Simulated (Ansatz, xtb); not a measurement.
**Isomers of C4H in order of energy**

3 gas-phase structures of C4H, found in a search over its isomers (lower ones may exist). Each was relaxed with GFN2-xTB:

A. `[C]=C1[C]=C1`, a doublet
B. a doublet given by its coordinates
C. `[C]#CC#C`, a doublet

B (Å):

```xyz
5

C     0.8255   -0.6546   -0.3282
C     0.3853    0.7994    1.4610
C    -0.2097   -0.1468    0.3744
C     1.3474    0.2263    0.6843
H     1.1295   -1.2934   -1.1209
```

Close contacts (Å): C1–C3 1.35, C1–C4 1.44, C2–C3 1.56, C2–C4 1.36, C3–C4 1.63, C1–H5 1.06.

Q: Make a reasoned guess at their ranking by r2SCAN-D4/def2-SVP single-point energy.

A: Calculated order at r2SCAN-D4/def2-SVP: C (0.0), B (25.2), A (30.9) kcal/mol.

Energies above the lowest of each column, in kcal/mol; the last columns are at B3LYP-D3(BJ)/def2-SVP geometries:

```tsv
structure	GFN2-xTB	HF/STO-3G	r2SCAN-D4/def2-SVP	B3LYP-D3(BJ)/def2-SVP	CCSD(T)/def2-SVP
C	0.0	0.0	0.0	0.0	0.0
B	52.9	84.4	25.2	31.2	21.2
A	44.5	67.4	30.9	34.6	29.8
```

Every level run on C puts it lowest or level with the lowest. Open shells are spin-unrestricted, some with notable spin contamination. Large T1 diagnostics make some coupled-cluster values less sure.

Programs: Ansatz 0.2.0, xtb 6.7.1.
